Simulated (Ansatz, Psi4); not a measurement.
Molecule: C₂F₄, net charge 0, singlet state. SMILES: FC(F)=C(F)F
Structure (B3LYP-D3(BJ)/def2-TZVP (Ansatz, a program for electronic structure) minimum search):
```
C
F 1 1.3190
F 1 1.3190 2 113.18
C 1 1.3209 2 123.41 3 180.00
F 4 1.3190 1 123.41 2 -180.00
F 4 1.3190 5 113.18 1 180.00
```

Property: vertical triplet-singlet gap, E(triplet) - E(singlet), in eV. Set-up: 6-31G* and kin with 6d, 5d where marked; 6-311+G** with 5d; non-relativistic; each state is the SCF solution reached for its charge and spin; no spin-orbit coupling; no dispersion term unless named; open shells spin-unrestricted; valence correlation only. First-principles rows: single points at B3LYP-D3(BJ) geometries (Ansatz). Levels can end on unlike triplets.

| level | program | vertical triplet-singlet gap, E(triplet) - E(singlet) (eV) |
|---|---|---|
| HF/6-311+G** | Ansatz | 4.10 |
| PBE/6-31G* | Ansatz | 4.80 |
| B3LYP/STO-3G | Ansatz | 4.34 |
| B3LYP/6-31G* | Ansatz | 4.77 |
| wB97X-D/6-31G* | Psi4 | 6.52 |
| MP2/6-31G* | Ansatz | 5.21 |
| MP2/6-311+G** | Ansatz | 5.19 |
| PBE/def2-TZVPD | Ansatz | 4.80 |
| wB97X-V/def2-TZVPD | Ansatz | 4.89 |

No value to compare with is used here. The 7 habitual levels span 4.10 (HF/6-311+G**) to 6.52 eV (wB97X-D/6-31G*); wB97X-V/def2-TZVPD gives 4.89.

The levels are drawn from those run, B3LYP/6-31G* more often than the rest, none by its result; runs whose electronic state is in doubt are left out.
